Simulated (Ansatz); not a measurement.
## Which method gave which barrier?

Saddle point of CH₆FSi, doublet (CH₃F ([CH3][F]) + SiH₃ → SiH₃F ([F][SiH3]) + CH₃; bonds formed: F1–Si3; bonds broken: F1–C2), PBE0-D4/def2-TZVP structure:

F1  (0.183, -0.224, -0.423)
C2  (-0.599, 0.642, -1.593)
Si3  (0.640, -0.694, 1.454)
H4  (-1.642, 0.498, -1.345)
H5  (-0.269, 0.155, -2.501)
H6  (-0.221, 1.645, -1.444)
H7  (1.549, -1.728, 2.035)
H8  (-0.742, -0.943, 1.933)
H9  (1.100, 0.650, 1.883)
(Å)

Computed with Ansatz 0.2.0 (basis: def2-TZVPP, with def2-QZVPP for the basis limit); correlated methods freeze the cores; orbitals are unrestricted. B3LYP uses VWN-RPA correlation. Extrapolation: Hartree–Fock as exp(−7.88 √X), correlation as X^−2.97. Four methods, as single points on the PBE0-D4 structures, gave these electronic barriers from the start structure: 0.624, 0.819, 1.160, 1.834 eV.

Question: The methods were, in alphabetical order, B3LYP-D4, BHLYP-D4, HF, PBE-D4. Which gave which? (Judge from chemistry; the calculation decides.)

Answer: The calculation gives: PBE-D4 0.624; B3LYP-D4 0.819; BHLYP-D4 1.160; HF 1.834 eV. For comparison, CCSD(T) at an estimated basis limit (MP2 extrapolated from triple and quadruple zeta, plus CCSD(T) − MP2 in triple zeta) gives 1.092 eV.

The T1 diagnostic stays at or below 0.025. ⟨S²⟩ of the unrestricted Hartree–Fock references: 0.75 to 0.78 (a pure state has 0.75).

Radical steps of this kind take place in plasma deposition and etching.

Labels in which every atom is bracketed show which atoms are joined, not bond orders.

For scale, one of the runs: CCSD(T)/def2-TZVPP, 188 basis functions (an equivalent command: `ansatz run in.yaml --threads 4`). The run took 110 s on 4 CPU threads (shared host), with 5 GiB of host memory at its peak.
